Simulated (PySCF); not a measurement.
Species: copper monofluoride, CuF (singlet state).
SMILES with atom numbers: `[F:1][Cu:2]`

Computed, not measured: TDDFT CAM-B3LYP/def2-SVPD, vertical, gas phase, core orbitals frozen in the response (PySCF 2.14.0, density-fitted response routines). Isolated species at its PBE0-D3(BJ)/def2-SVP geometry, gas phase.

Q: What does the calculation give for the low-lying excited states?

A: 

| state | E (eV) | λ (nm) | ν̃ (cm⁻¹) | f | symmetry | main configurations (H = HOMO, L = LUMO) |
| --- | --- | --- | --- | --- | --- | --- |
| S1 | 2.26 | 548.5 | 18230 | 0.0056 | Π | H-2/H-1→L (≥90%) |
| S2 | 2.26 | 548.5 | 18230 | 0.0056 | Π | H-2/H-1→L (≥90%) |
| S3 | 2.32 | 534.2 | 18720 | 0.0053 | Σ+ | H→L (95%) |
| S4 | 2.51 | 494.1 | 20240 | 0.0000 | – | H-3→L (96%) |
| S5 | 2.51 | 494.1 | 20240 | 0.0000 | – | H-4→L (96%) |
| S6 | 5.36 | 231.2 | 43240 | 0.0035 | Π | H-5→L (90%) |
| S7 | 5.36 | 231.2 | 43250 | 0.0035 | Π | H-6→L (90%) |
| S8 | 5.94 | 208.7 | 47920 | 0.090 | Π | H→L+1/L+2 (≥89%) |
| S9 | 5.94 | 208.7 | 47920 | 0.090 | Π | H→L+1/L+2 (≥89%) |

Triplets (Tamm–Dancoff): T1 1.45 eV, H→L (93%); T2 1.81 eV, H-2/H-1→L (≥88%); T3 1.81 eV, H-2/H-1→L (≥88%).

The lowest singlet level (S1/S2) comes at 548 nm (218 kJ/mol) in the visible; it is weak. The strongest level in the table is S8/S9 at 5.94 eV (209 nm, f = 0.179 summed). It is the last of those listed, so stronger ones may follow. S1/S2, S4/S5, S6/S7 and S8/S9 lie within about 0.01 eV of each other in each set; the point group C∞v has degenerate representations, and within a degenerate level the listed configurations can mix freely. For S1 the Löwdin share of copper is 67% in HOMO-2 and 91% in LUMO (metal-centred by this measure); for S8 the Löwdin share of copper is 77% in HOMO and 95% in LUMO+1 (metal-centred by this measure). Orbital energies (eV): HOMO-3 -9.75, HOMO-2 -9.13, HOMO-1 -9.13, HOMO -8.77, LUMO -2.11, LUMO+1 0.72, LUMO+2 0.72. The oscillator strengths of these states sum to 0.203; summed over the whole spectrum of an exact calculation they would give the number of electrons, 38 (Thomas–Reiche–Kuhn). Weighted by f, the mean energy of these states is 5.62 eV. 5 computed singlets (S1 to S5) lie in the visible range (380 to 750 nm), the largest f among them at 548 nm, f = 0.0056; light of that wavelength is green, and its complementary colour is purple; a Tamm–Dancoff triplet lies at 685 nm, without intensity as long as spin–orbit coupling is left out. The vertical ionisation energy (ΔSCF) is 10.52 eV, 4.58 eV above S9. Symmetry labels in C∞v follow from the direction of the transition dipole and are given only for states with f of 0.002 or more. Orbitals of the list HOMO-3 to LUMO+2 that lie within 0.01 eV of each other are written together with a slash and their weights summed (≥ marks a lower bound); for degenerate orbitals outside that list single weights are arbitrary. Only the lowest 10 singlets were computed, as vertical energies without vibronic structure. The highest level found (6.06 eV, f 0.0000 so far) is left out, since the window may have cut off a degenerate partner.
